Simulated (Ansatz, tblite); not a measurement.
Dissociation curve of HF, singlet.

Levels: GFN2-xTB, 300 K electronic temperature (tblite); FCI = Ansatz (a quantum-chemistry and plane-wave program) with full CI/cc-pVDZ, frozen core.

Energies relative to the lowest point of each curve between 0.74 and 1.11 Å, where full CI is lowest, in kJ/mol; the last columns give the difference from FCI:

```csv
R / Å,GFN2-xTB,FCI,GFN2-xTB − FCI
0.64,587.1,507.5,79.6
0.69,330.5,292.3,38.2
0.74,171.9,154.1,17.8
0.77,109.5,98.2,11.3
0.81,53.7,47.3,6.5
0.83,34.9,30.0,4.9
0.86,15.6,12.3,3.2
0.89,4.6,2.9,1.7
0.92,0.0,0.0,0.0
0.95,0.3,2.4,-2.1
1.00,8.6,15.3,-6.8
1.04,19.8,31.5,-11.7
1.11,45.0,67.9,-22.9
1.18,73.5,110.1,-36.5
1.28,115.8,173.3,-57.6
1.40,166.3,246.6,-80.2
1.54,222.4,321.6,-99.2
1.75,295.8,407.8,-112.0
1.92,343.8,454.9,-111.1
2.19,400.6,497.6,-97.0
2.58,450.1,520.6,-70.5
2.99,—,527.1,—
```

GFN2-xTB is furthest from FCI at 1.75 (-112.0 kJ/mol, below); its mean absolute difference over the points is 41.5 kJ/mol.

Dashes: no converged value, or the column stops at the first point that the program doubted or that broke a chosen test of continuity, which isn't proof of a fault.
